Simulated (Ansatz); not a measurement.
Molecule: C3H5, net charge 0, doublet state. It need not be the lowest isomer of its formula. SMILES: [CH]1CC1
Geometry: optimised at B3LYP-D3(BJ)/def2-TZVP (Ansatz, a first-principles code).

Computed values are from Ansatz. Valence correlation only, unless marked. UHF or UKS for open shells. No spin-orbit coupling. No relativistic terms. CBS marks a two-point X^-3 extrapolation of the correlation energy; Hartree-Fock from the larger set. [CCSD(T)-MP2]/basis is that difference in the basis named.

Question: What is the T1 diagnostic at CCSD/cc-pVTZ?

Answer: 0.012.

Question: What is the atomisation energy De at RI-MP2/CBS(cc-pVTZ,cc-pVQZ)+[CCSD(T)-MP2]/cc-pVTZ?

Answer: 735.4 kcal/mol.

Question: What is the total energy at RI-MP2/CBS(cc-pVTZ,cc-pVQZ)+[CCSD(T)-MP2]/cc-pVTZ?

Answer: -117.0457 Eh.

Question: What is the dipole moment at CCSD(T)/aug-cc-pVDZ?

Answer: 0.59 D.
